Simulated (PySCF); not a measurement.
Sulfur dioxide, O2S, SMILES O=S=O, singlet (PBE0/def2-SVP optimised geometry):

```
3

O     -1.075     0.639     0.000
S     -0.379    -0.639     0.000
O      1.075    -0.639     0.000
```

Level of theory: PySCF 2.14.0 with PBE0/def2-TZVP.

Q: What are the frontier orbital energies and the dipole moment?

A: HOMO-2 -10.64 eV, HOMO-1 -10.28 eV, HOMO -9.55 eV, LUMO -3.56 eV, LUMO+1 1.14 eV; dipole moment 1.77 D.

Meta-Löwdin charges at PBE0/def2-TZVP: O1 -0.65, S2 1.31, O3 -0.65.
